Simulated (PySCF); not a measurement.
Compound: PF2PH2, F2H2P2.
SMILES with atom numbers: `[F:1][P:2]([F:3])[PH2:4]` (hydrogens: H5, H6 on P4)

Cartesian coordinates in Å at the PBE0-D3(BJ)/def2-SVP level; atoms count from 1:
```
atom  x, y, z in Å
F1    -1.4033   -0.9752   -1.0798
P2    -0.8648    0.4215   -0.4751
F3    -1.7645    0.4807    0.8639
P4     0.9580   -0.4279    0.5065
H5     1.3962    0.8808    0.8881
H6     1.6830   -0.3771   -0.7268
```

Computed with core-valence-separated Tamm–Dancoff BHandHLYP/aug-pcX-1 (pcseg-1 on H, def2-SVPD on P) in PySCF, non-relativistic, gas phase, PBE0-D3(BJ)/def2-SVP geometry.

Computed fluorine K-edge spectrum, Gaussian lines of 0.8 eV full width, highest printed point 100; it ends one width below the last computed root. Absolute energies from this functional tend to lie a few eV below measured edges; no shift was applied.

photon energy (eV), absorption and a bar:
```
    683.5          1 
    683.6          2 
    683.7          4 #
    683.8          8 ##
    683.9         16 ####
    684.0         26 ########
    684.1         41 ############
    684.2         58 #################
    684.3         76 #######################
    684.4         90 ###########################
    684.5         99 ##############################
    684.6        100 ##############################
    684.7         93 ############################
    684.8         80 ########################
    684.9         65 ####################
    685.0         52 ################
    685.1         43 #############
    685.2         39 ############
    685.3         40 ############
    685.4         43 #############
    685.5         45 ##############
    685.6         46 ##############
    685.7         44 #############
    685.8         38 ###########
    685.9         31 #########
    686.0         23 #######
    686.1         17 #####
    686.2         12 ###
    686.3         10 ###
    686.4         11 ###
    686.5         14 ####
    686.6         20 ######
    686.7         28 ########
    686.8         35 ##########
    686.9         41 ############
    687.0         45 #############
    687.1         47 ##############
    687.2         46 ##############
    687.3         44 #############
    687.4         41 ############
    687.5         39 ############
    687.6         36 ###########
    687.7         34 ##########
    687.8         30 #########
    687.9         26 ########
    688.0         22 ######
```

Question: Where are the maxima, and which lines make them up?

Answer: 3 maxima:
- 684.6 eV: F1/F3 (phosphorus-bound fluorine), 684.56 eV, f = 0.047, sum of 2, 100 % of the height at the exact maximum
- 685.6 eV: F1/F3 (phosphorus-bound fluorine), 685.60 eV, f = 0.021, sum of 2, 98 % of the height at the exact maximum
- 687.1 eV: F1/F3 (phosphorus-bound fluorine), 687.02 eV, f = 0.020, sum of 2, 86 % of the height at the exact maximum; F1/F3 (phosphorus-bound fluorine), 687.69 eV, f = 0.013, sum of 2, 14 % of the height at the exact maximum

Roots within 0.03 eV on the same or equivalent atoms count as one line; shares under 12 % aren't listed.

Vibrational structure and lifetime widths aren't in the curve. The ionisation threshold wasn't computed; near and above it a finite basis only mimics Rydberg series and continuum.

One conformer stands for the species.
